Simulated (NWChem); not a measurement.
## hydrogen peroxide (H$_{2}$O$_{2}$)

```xyz
4

O     -0.2942     0.6453    -0.0547
O      0.2942    -0.6453    -0.0547
H      0.3673     1.1503     0.4376
H     -0.3673    -1.1503     0.4376
```
Charge 0, spin multiplicity 1.

Program: NWChem. The geometry was optimised at PBE0/def2-SVP, a minimum by its harmonic frequencies. It is one conformer; others weren't searched.

The stability of the SCF solutions was not checked. Open-shell Hartree-Fock references start from PBE0 orbitals.

Worked example. At HF/def2-TZVP the molecule has a total energy of -150.84272 Ha and the free atoms (multiplicities O 3, H 2) O -74.81563, H -0.49981 Ha. The electronic atomisation energy is the atoms' sum less the molecule's energy.

2·(-74.81563) + 2·(-0.49981) = -150.63088 Ha for the atoms; less the molecule's energy this leaves 0.21184 Ha, or 132.9 kcal/mol (556 kJ/mol), without zero-point, thermal or spin-orbit terms.
